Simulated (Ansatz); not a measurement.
Input for Ansatz (development build ahead of 0.2.0):

```yaml
crystal:
  periodic: [false, false, false]
  atoms:
    - { symbol: B, position_ang: [-0.04922, -0.08088, 0.04064] }
    - { symbol: H, position_ang: [-0.51392, -0.74691, -0.78396] }
    - { symbol: H, position_ang: [0.83357, 0.84039, -0.41543] }
    - { symbol: H, position_ang: [-0.21114, -0.06729, 1.18373] }
basis:
  gaussian: { orbitals: def2-SVP }
total_charge: 1
magnetization:
  spin_polarized: true
  initial_magnetization: 1
hamiltonian:
  xc: hf
output:
  forces: true
```

The input is written out in the form of the current development build from the run's settings.

The run gave:

```yaml
Converged: yes
Total_energy: -25.93913 hartree
Spin_squared_of_the_determinant: 0.760
Stability_test: minimum
```

Forces (eV/Å):
| atom | Fx | Fy | Fz |
| --- | --- | --- | --- |
| B1 | -1.801 | -1.885 | 0.867 |
| H2 | 0.250 | 0.009 | -1.581 |
| H3 | 0.904 | 0.941 | -0.476 |
| H4 | 0.648 | 0.934 | 1.190 |
